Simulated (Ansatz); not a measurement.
Ansatz (an electronic-structure program) input (HF/6-31G*):

Ansatz 0.2 input:
```yaml
crystal:
  periodic: [false, false, false]
  atoms:
    - {symbol: C, position_ang: [0.00227680, 1.20923145, 0.45424075]}
    - {symbol: C, position_ang: [-0.00323297, -1.10569637, 0.31949259]}
    - {symbol: C, position_ang: [0.73960385, 0.05027590, -0.26211686]}
    - {symbol: C, position_ang: [-0.73852151, 0.05392877, -0.26443230]}
    - {symbol: H, position_ang: [0.00550254, 2.05323454, -0.27349044]}
    - {symbol: H, position_ang: [-0.00524000, -1.23324714, 1.39951181]}
    - {symbol: H, position_ang: [-0.00467175, -2.03945430, -0.23513061]}
    - {symbol: H, position_ang: [1.29579856, -0.01668360, -1.18497092]}
    - {symbol: H, position_ang: [-1.29214641, -0.01028805, -1.18902486]}
basis:
  gaussian:
    orbitals: 6-31G*
hamiltonian:
  xc: {name: HF}
total_charge: -1
phonons: {temperatures: {t_min: 298.15, t_max: 298.15, t_step: 100}}
```

### Question
Which harmonic wavenumbers does it give?

### Answer
455, 508, 633, 903, 945, 969, 1035, 1119, 1121, 1209, 1250, 1287, 1323, 1374, 1436, 1626, 2870, 3167, 3229, 3263, 3291 cm⁻¹ (unscaled; negative means imaginary).
